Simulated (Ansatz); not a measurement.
Basis sets compared for the cluster Al3H4⁻ (the lowest singlet isomer of a short search). Charge -1, multiplicity 1. Geometry r2SCAN-D4/def2-TZVPD. Ansatz on 4 threads of Arm Neoverse V2 on a shared host; times are rough, and most runs start from earlier orbitals.

Cartesian coordinates in Å:
```
Al -0.681 -0.905 0.457
Al -0.203 0.984 -1.407
Al 1.473 0.716 0.555
H -0.509 -2.476 0.092
H 0.336 1.937 -0.022
H -1.894 -0.737 1.520
H 1.476 0.480 -1.195
```

The restricted singlet is unstable towards broken spin symmetry in Hartree–Fock (as tested in another run); at PBE-D4/def2-SVPD, PBE-D4/def2-TZVPD, PBE0-D4/def2-SVPD, PBE0-D4/def2-TZVPD this wasn't settled. At PBE-D4/def2-SVPD, PBE-D4/def2-TZVPD the highest occupied level of the charge -1 singlet lies above zero (up to 0.16 eV). By energy differences its removal costs 1.94 eV (vertical, to the charge 0 doublet, at PBE0-D4/def2-TZVPD). The structure comes from a short search, and lower isomers may exist.

```csv
level,functions,energy (Eh),HOMO (eV),LUMO (eV),wall time
PBE-D4/def2-SVPD,104,-729.0605,0.16,0.96,0.9 s
PBE0-D4/def2-SVPD,104,-729.1320,-0.51,1.55,0.95 s
```

Q: Estimate the rows for PBE-D4/def2-TZVPD (with forces), PBE0-D4/def2-TZVPD.

A: 
| level | functions | energy (Eh) | HOMO (eV) | LUMO (eV) | wall time |
| --- | --- | --- | --- | --- | --- |
| PBE-D4/def2-TZVPD (with forces) | 165 | -729.3172 | 0.14 | 0.94 | 1.7 s |
| PBE0-D4/def2-TZVPD | 165 | -729.3842 | -0.52 | 1.54 | 1.8 s |
